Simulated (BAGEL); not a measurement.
**triplet C3H3NS, step by step**

Aim: a series of 17 runs (ROHF/STO-3G, HF/3-21G, ROHF/3-21G, HF/6-31G, ROHF/6-31G, HF/6-31G*, ROHF/6-31G*, HF/6-31G**, and more) of C3H3NS. 

The results are computed with BAGEL 1.2.2.

2 further runs of the same task are left out: 2 set aside as unsound or not needed.

**1. The molecule**

C3H3NS: 8 atoms, total charge 0, spin state triplet. As SMILES of the parent species, `N#CC1CS1`. Geometry: relaxed at GFN2-xTB. That shape belongs to the parent species and isn't relaxed for this state.

Bond lengths: N1–C2 1.144 Å, C2–C3 1.422 Å, C3–C4 1.491 Å, C3–S5 1.820 Å, C4–S5 1.797 Å, C3–H6 1.086 Å, C4–H7 1.082 Å, C4–H8 1.083 Å. Some angles: N1–C2–C3 179.5°, C2–C3–C4 119.2°, C2–C3–S5 116.3°, C4–C3–S5 64.9°, C3–C4–S5 66.5°, C3–S5–C4 48.7°, C2–C3–H6 114.2°, C4–C3–H6 118.6°, S5–C3–H6 114.5°, C3–C4–H7 117.8°.

**2. The energy at ROHF/STO-3G (density fitting with qzvpp-jkfit, property spin gap) (run 1)**

File calc.json:

```json
{ "bagel" : [

{
  "title" : "molecule",
  "basis" : "sto-3g",
  "df_basis" : "qzvpp-jkfit",
  "angstrom" : true,
  "geometry" : [
    { "atom" : "N", "xyz" : [    1.017760,   -1.159000,    2.091730 ] },
    { "atom" : "C", "xyz" : [    0.771900,   -0.496640,    1.192260 ] },
    { "atom" : "C", "xyz" : [    0.454280,    0.324310,    0.075700 ] },
    { "atom" : "C", "xyz" : [   -0.687140,   -0.055190,   -0.804760 ] },
    { "atom" : "S", "xyz" : [   -1.028010,    1.368490,    0.237510 ] },
    { "atom" : "H", "xyz" : [    1.310570,    0.823700,   -0.368500 ] },
    { "atom" : "H", "xyz" : [   -0.596960,    0.146040,   -1.864100 ] },
    { "atom" : "H", "xyz" : [   -1.242410,   -0.951730,   -0.559850 ] }
  ]
},
{ "title" : "rohf", "nopen" : 2 },
{ "title" : "print", "file" : "orbitals.molden", "orbitals" : true }

]}
```

On the command line:

```sh
BAGEL_NUM_THREADS=1 BAGEL calc.json > calc.out
```

Standard output:

```text
* using 1 threads per process

  ===============================================================
  ===============================================================

  *** Geometry ***

  { "atom" : "N", "xyz" : [      1.923288,     -2.190193,      3.952797 ] },
  { "atom" : "C", "xyz" : [      1.458680,     -0.938514,      2.253045 ] },
  { "atom" : "C", "xyz" : [      0.858465,      0.612857,      0.143052 ] },
[... 4 lines of this table left out ...]
  { "atom" : "H", "xyz" : [     -2.347815,     -1.798509,     -1.057963 ] },

  Number of auxiliary basis functions:      484

  Since a DF basis is specified, we compute 2- and 3-index integrals:
    o Being stored without compression. Storage requirement is 0.004 GB

  Number of basis functions:       32
  Number of electrons      :       44

    * METHOD: MOLECULE                             0.46

  *** Open-shell HF ***

  === Nuclear Repulsion ===
   189.2427656884

      * DIIS with orbital gradients will be used.

  === ROHF iteration (sto-3g) ===
      0       -560.41441482          0.04629663           0.10
      1       -560.50719909          0.04476440           0.09
      2       -560.55612989          0.03721700           0.09
[... 20 lines of this table left out ...]
     23       -560.64568982          0.00000001           0.08
    * SCF iteration converged.

    * S^2 (ROHF) is 2.0000

    * Permanent dipole moment:
           (    0.929479,    -1.119411,     1.225588) a.u.

    * METHOD: ROHF                                 2.51

    * METHOD: PRINT                                0.00

  ===============================================================
```

It took 3.6 s on 1 thread of Intel Xeon at 2.50GHz (Skylake/Cascade Lake), shared host; peak memory 0.08 GiB.

**3. The singlet: the energy at HF/3-21G (density fitting with tzvpp-jkfit, property spin gap) (run 2)**

File input.json:

```json
{ "bagel": [

{
  "title": "molecule",
  "basis": "3-21g",
  "df_basis": "tzvpp-jkfit",
  "angstrom": true,
  "geometry": [
    { "atom": "N", "xyz": [    1.017760,   -1.159000,    2.091730 ] },
    { "atom": "C", "xyz": [    0.771900,   -0.496640,    1.192260 ] },
    { "atom": "C", "xyz": [    0.454280,    0.324310,    0.075700 ] },
    { "atom": "C", "xyz": [   -0.687140,   -0.055190,   -0.804760 ] },
    { "atom": "S", "xyz": [   -1.028010,    1.368490,    0.237510 ] },
    { "atom": "H", "xyz": [    1.310570,    0.823700,   -0.368500 ] },
    { "atom": "H", "xyz": [   -0.596960,    0.146040,   -1.864100 ] },
    { "atom": "H", "xyz": [   -1.242410,   -0.951730,   -0.559850 ] }
  ]
},
{ "title": "hf", "charge": 0 },
{ "title": "print", "file": "orbitals.molden", "orbitals": true }

]}
```

On the command line:

```sh
BAGEL_NUM_THREADS=1 BAGEL input.json > input.out
```

Standard output:

```text
* using 1 threads per process

  ===============================================================
  ===============================================================

  *** Geometry ***

  { "atom" : "N", "xyz" : [      1.923288,     -2.190193,      3.952797 ] },
  { "atom" : "C", "xyz" : [      1.458680,     -0.938514,      2.253045 ] },
  { "atom" : "C", "xyz" : [      0.858465,      0.612857,      0.143052 ] },
[... 4 lines of this table left out ...]
  { "atom" : "H", "xyz" : [     -2.347815,     -1.798509,     -1.057963 ] },

  Number of auxiliary basis functions:      484

  Since a DF basis is specified, we compute 2- and 3-index integrals:
    o Being stored without compression. Storage requirement is 0.012 GB

  Number of basis functions:       55
  Number of electrons      :       44

    * METHOD: MOLECULE                             0.36

  *** RHF ***

  === Nuclear Repulsion ===
   189.2427656884

      * DIIS with orbital gradients will be used.

  === RHF iteration (3-21g) ===
      0       -564.21318771          0.02316428           0.08
      1       -564.26544071          0.02182124           0.09
      2       -564.36109086          0.00205613           0.09
[... 12 lines of this table left out ...]
     15       -564.36325740          0.00000001           0.09
    * SCF iteration converged.

    * Permanent dipole moment:
           (    0.093639,    -0.246154,     1.466147) a.u.

    * METHOD: HF                                   1.43

    * METHOD: PRINT                                0.01

  ===============================================================
```

Wall time 2.2 s (1 thread of Intel Xeon at 2.50GHz (Skylake/Cascade Lake), shared host); peak memory 0.086 GiB.

Runs 3 to 4 aren't shown in full; the table further down has their settings and results.

**4. A single-point energy at ROHF/6-31G (density fitting with qzvpp-jkfit, property spin gap) (run 5)**

File input.json:

```json
{ "bagel": [

{
  "title": "molecule",
  "basis": "6-31g",
  "df_basis": "qzvpp-jkfit",
  "angstrom": true,
  "geometry": [
    { "atom": "N", "xyz": [       1.017760,      -1.159000,       2.091730 ] },
    { "atom": "C", "xyz": [       0.771900,      -0.496640,       1.192260 ] },
    { "atom": "C", "xyz": [       0.454280,       0.324310,       0.075700 ] },
    { "atom": "C", "xyz": [      -0.687140,      -0.055190,      -0.804760 ] },
    { "atom": "S", "xyz": [      -1.028010,       1.368490,       0.237510 ] },
    { "atom": "H", "xyz": [       1.310570,       0.823700,      -0.368500 ] },
    { "atom": "H", "xyz": [      -0.596960,       0.146040,      -1.864100 ] },
    { "atom": "H", "xyz": [      -1.242410,      -0.951730,      -0.559850 ] }
  ]
},

{
  "title": "rohf",
  "nopen": 2
},

{
  "title": "print",
  "file": "orbitals.molden",
  "orbitals": true
}

]}
```

On the command line:

```sh
BAGEL_NUM_THREADS=1 BAGEL input.json > input.out
```

Standard output:

```text
* using 1 threads per process

  ===============================================================
  ===============================================================

  *** Geometry ***

  { "atom" : "N", "xyz" : [      1.923288,     -2.190193,      3.952797 ] },
  { "atom" : "C", "xyz" : [      1.458680,     -0.938514,      2.253045 ] },
  { "atom" : "C", "xyz" : [      0.858465,      0.612857,      0.143052 ] },
[... 4 lines of this table left out ...]
  { "atom" : "H", "xyz" : [     -2.347815,     -1.798509,     -1.057963 ] },

  Number of auxiliary basis functions:      484

  Since a DF basis is specified, we compute 2- and 3-index integrals:
    o Being stored without compression. Storage requirement is 0.012 GB

  Number of basis functions:       55
  Number of electrons      :       44

    * METHOD: MOLECULE                             0.43

  *** Open-shell HF ***

  === Nuclear Repulsion ===
   189.2427656884

      * DIIS with orbital gradients will be used.

  === ROHF iteration (6-31g) ===
      0       -566.78338336          0.04202589           0.17
      1       -566.87561813          0.03871194           0.17
      2       -566.89454262          0.03722652           0.16
[... 21 lines of this table left out ...]
     24       -566.98770201          0.00000001           0.12
    * SCF iteration converged.

    * S^2 (ROHF) is 2.0000

    * Permanent dipole moment:
           (    0.614772,    -0.798264,     1.715070) a.u.

    * METHOD: ROHF                                 3.82

    * METHOD: PRINT                                0.01

  ===============================================================
```

Wall time 5.1 s (1 thread of Intel Xeon at 2.50GHz (Skylake/Cascade Lake), shared host); peak memory 0.086 GiB.

Runs 6 to 16 aren't shown in full; the table further down has their settings and results.

**5. The energy at ROHF/6-311++G(3df,3pd) (density fitting with qzvpp-jkfit, property spin gap) (run 17)**

File hf.json:

```json
{ "bagel": [

{
  "title": "molecule",
  "basis": "6-311++g_3df_3pd_.json",
  "df_basis": "qzvpp-jkfit",
  "angstrom": "true",
  "geometry": [
    { "atom": "N", "xyz": [    1.017760,   -1.159000,    2.091730 ] },
    { "atom": "C", "xyz": [    0.771900,   -0.496640,    1.192260 ] },
    { "atom": "C", "xyz": [    0.454280,    0.324310,    0.075700 ] },
    { "atom": "C", "xyz": [   -0.687140,   -0.055190,   -0.804760 ] },
    { "atom": "S", "xyz": [   -1.028010,    1.368490,    0.237510 ] },
    { "atom": "H", "xyz": [    1.310570,    0.823700,   -0.368500 ] },
    { "atom": "H", "xyz": [   -0.596960,    0.146040,   -1.864100 ] },
    { "atom": "H", "xyz": [   -1.242410,   -0.951730,   -0.559850 ] }
  ]
},
{ "title": "rohf", "nopen": 2 },
{ "title": "print", "file": "orbitals.molden", "orbitals": "true" }

]}
```

The basis set 6-311++G(3df,3pd) is read from a file made from the Basis Set Exchange's data (not shown).

On the command line:

```sh
BAGEL_NUM_THREADS=1 BAGEL hf.json > hf.out
```

Standard output:

```text
* using 1 threads per process

  ===============================================================
  ===============================================================

  *** Geometry ***

  { "atom" : "N", "xyz" : [      1.923288,     -2.190193,      3.952797 ] },
  { "atom" : "C", "xyz" : [      1.458680,     -0.938514,      2.253045 ] },
  { "atom" : "C", "xyz" : [      0.858465,      0.612857,      0.143052 ] },
[... 4 lines of this table left out ...]
  { "atom" : "H", "xyz" : [     -2.347815,     -1.798509,     -1.057963 ] },

  Number of auxiliary basis functions:      484

  Since a DF basis is specified, we compute 2- and 3-index integrals:
    o Being stored without compression. Storage requirement is 0.256 GB

  Number of basis functions:      257
  Number of electrons      :       44

    * METHOD: MOLECULE                             2.19

  *** Open-shell HF ***

  === Nuclear Repulsion ===
   189.2427656884

      * DIIS with orbital gradients will be used.

  === ROHF iteration (6-311++g_3df_3pd_.json) ===
      0       -566.88738988          0.02494367           1.44
      1       -567.10846381          0.01608023           1.38
      2       -567.17597886          0.00844546           1.62
[... 25 lines of this table left out ...]
     28       -567.20806536          0.00000001           1.39
    * SCF iteration converged.

    * S^2 (ROHF) is 2.0000

    * Permanent dipole moment:
           (    0.446910,    -0.735606,     1.665722) a.u.

    * METHOD: ROHF                                43.22

    * METHOD: PRINT                                0.16

  ===============================================================
```

Run time: 46 s. Hardware: 1 thread of Intel Xeon at 2.50GHz (Skylake/Cascade Lake), shared host; peak memory 0.43 GiB.

**6. Overview of the runs**

```tsv
run	level	integral approximation	partner	energy (Eh)	dipole moment (D)	⟨S²⟩	wall time
1	ROHF/STO-3G (density fitting with qzvpp-jkfit, property spin gap)	qzvpp-jkfit	triplet	-560.645690	4.84	2.000	3.6 s
2	HF/3-21G (density fitting with tzvpp-jkfit, property spin gap)	tzvpp-jkfit	base	-564.363257	3.79	–	2.2 s
3	ROHF/3-21G (density fitting with tzvpp-jkfit, property spin gap)	tzvpp-jkfit	triplet	-564.197230	4.81	2.000	5.4 s
4	HF/6-31G (density fitting with qzvpp-jkfit, property spin gap)	qzvpp-jkfit	base	-567.151730	4.02	–	2.4 s
5	ROHF/6-31G (density fitting with qzvpp-jkfit, property spin gap)	qzvpp-jkfit	triplet	-566.987702	5.06	2.000	5.1 s
6	HF/6-31G* (density fitting with qzvpp-jkfit, spherical functions, property spin gap)	qzvpp-jkfit	base	-567.269708	3.96	–	3.9 s
7	ROHF/6-31G* (density fitting with qzvpp-jkfit, spherical functions, property spin gap)	qzvpp-jkfit	triplet	-567.112177	4.81	2.000	8.4 s
8	HF/6-31G** (density fitting with qzvpp-jkfit, spherical functions, property spin gap)	qzvpp-jkfit	base	-567.274967	3.97	–	4.5 s
9	ROHF/6-31G** (density fitting with qzvpp-jkfit, spherical functions, property spin gap)	qzvpp-jkfit	triplet	-567.117623	4.82	2.000	8.4 s
10	HF/6-311G** (density fitting with qzvpp-jkfit, property spin gap)	qzvpp-jkfit	base	-567.333777	3.99	–	5.1 s
11	ROHF/6-311G** (density fitting with qzvpp-jkfit, property spin gap)	qzvpp-jkfit	triplet	-567.177000	4.70	2.000	12 s
12	HF/6-311++G** (density fitting with qzvpp-jkfit, property spin gap)	qzvpp-jkfit	base	-567.337080	4.08	–	6.9 s
13	ROHF/6-311++G** (density fitting with qzvpp-jkfit, property spin gap)	qzvpp-jkfit	triplet	-567.182023	4.87	2.000	19 s
14	HF/6-311++G(2d,2p) (density fitting with qzvpp-jkfit, property spin gap)	qzvpp-jkfit	base	-567.346238	4.09	–	9 s
15	ROHF/6-311++G(2d,2p) (density fitting with qzvpp-jkfit, property spin gap)	qzvpp-jkfit	triplet	-567.193633	4.82	2.000	26 s
16	HF/6-311++G(3df,3pd) (density fitting with qzvpp-jkfit, property spin gap)	qzvpp-jkfit	base	-567.359522	4.07	–	17 s
17	ROHF/6-311++G(3df,3pd) (density fitting with qzvpp-jkfit, property spin gap)	qzvpp-jkfit	triplet	-567.208065	4.77	2.000	46 s
```

**7. Results**

```
                                                              quantity          value
                          run 17, ROHF/6-311++G(3df,3pd): total energy  -567.20807 Eh
                         run 17, ROHF/6-311++G(3df,3pd): dipole moment         4.77 D
                                  run 17, ROHF/6-311++G(3df,3pd): ⟨S²⟩          2.000
            vertical energy of the triplet above the singlet, HF/3-21G       4.518 eV
            vertical energy of the triplet above the singlet, HF/6-31G       4.463 eV
           vertical energy of the triplet above the singlet, HF/6-31G*       4.287 eV
          vertical energy of the triplet above the singlet, HF/6-31G**       4.282 eV
         vertical energy of the triplet above the singlet, HF/6-311G**       4.266 eV
       vertical energy of the triplet above the singlet, HF/6-311++G**       4.219 eV
  vertical energy of the triplet above the singlet, HF/6-311++G(2d,2p)       4.153 eV
vertical energy of the triplet above the singlet, HF/6-311++G(3df,3pd)       4.121 eV
```

In words: At HF/3-21G: at this shape the triplet lies 4.52 eV (104 kcal/mol) above the singlet. At HF/6-31G: at this shape the triplet lies 4.46 eV (103 kcal/mol) above the singlet. At HF/6-31G*: at this shape the triplet lies 4.29 eV (99 kcal/mol) above the singlet. At HF/6-31G**: at this shape the triplet lies 4.28 eV (99 kcal/mol) above the singlet. At HF/6-311G**: at this shape the triplet lies 4.27 eV (98 kcal/mol) above the singlet. At HF/6-311++G**: at this shape the triplet lies 4.22 eV (97 kcal/mol) above the singlet. Over runs 1, 3, 5, 7, 9, 11, 13, 15, 17 the dipole moment (its size) runs from 4.70 D (ROHF/6-311G**) to 5.06 D (ROHF/6-31G). In run 1 the basis is minimal, so the values are rough. All runs together took 3.1 min, the longest 46 s.
